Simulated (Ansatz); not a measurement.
## Formation enthalpy of some cubic rock-salt solids

Method: LDA (Ansatz, a first-principles code, PAW). References are measured values corrected to a static lattice or taken at low temperature (these still hold zero-point motion).

Values in eV/atom.

```csv
solid,reference,LDA,error (eV/atom)
antiferromagnetic (type II) rock-salt NiO,-1.224¶,-0.779,+0.445
rock-salt CdO,-1.327¶,-1.249,+0.078
rock-salt NaCl,-2.140*,-1.980,+0.160
rock-salt MgO,-3.13*,-3.054,+0.076
rock-salt CaO,-3.273¶,-3.340,-0.067
rock-salt AgCl,-0.667¶,-0.505,+0.162
```

Over these 6 solids the mean error is +0.142 eV/atom, the mean absolute error 0.165 eV/atom (median 0.119 eV/atom), and the worst case antiferromagnetic (type II) rock-salt NiO at +0.445 eV/atom; the value is above the reference in 5 of 6 cases.

A star marks references brought to a static lattice; the others are low-temperature values that still hold zero-point motion, which matters most for light elements.

¶ marks references of a special kind: antiferromagnetic (type II) rock-salt NiO, -1.224 eV/atom (measured, 0 K, at or extrapolated to 0 K; zero-point energies not removed; as tabulated in Aykol and Wolverton (2014), doi:10.1103/physrevb.90.115105); rock-salt CdO, -1.327 ± 0.002 eV/atom (measured, 0 K, taken to 0 K with the table's H(298.15)-H(0) of compound and elements; zero-point energies not removed; as tabulated in Cox, Wagman, Medvedev, CODATA Key Values for Thermodynamics (1989)); rock-salt CaO, -3.273 ± 0.005 eV/atom (measured, 0 K, taken to 0 K with the table's H(298.15)-H(0) of compound and elements; zero-point energies not removed; as tabulated in Cox, Wagman, Medvedev, CODATA Key Values for Thermodynamics (1989)); rock-salt AgCl, -0.667 ± 0.0003 eV/atom (measured, 0 K, taken to 0 K with the table's H(298.15)-H(0) of compound and elements; zero-point energies not removed; as tabulated in Cox, Wagman, Medvedev, CODATA Key Values for Thermodynamics (1989)).

Formation is from the elements' reference phases, gases as molecules.

Differences are worked out from the printed values.

The solid named is at each level's own relaxed cell; a reference phase can be a single point on another level's cell. Ansatz's density-functional and Hartree–Fock values are scalar-relativistic unless marked +SOC, with PAW data made under PBE.

Density-functional runs with spin start from opposed moments for antiferromagnetic (type II) rock-salt NiO.

Not in this set, of the rock-salt solids with a reference value in our tables and a result at some level: 40 for a reference of another kind, counted apart; 4 for no value at LDA (not run, a failed fit, an unstable or unbound cell, or a value held back for tests); 1 for a run that failed a test (LDA). These can be a level's best or worst cases. At least 8 more with a reference value are held back for tests. Solids without a released value at any level aren't counted. Sums of energies from LAMMPS, tight-binding programs and other DFT programs aren't taken. Layered and molecular crystals are counted apart.

References as tabulated in Cox, Wagman, Medvedev, CODATA Key Values for Thermodynamics (1989); Harl and Kresse (2009), doi:10.1103/physrevlett.103.056401; Aykol and Wolverton (2014), doi:10.1103/physrevb.90.115105.
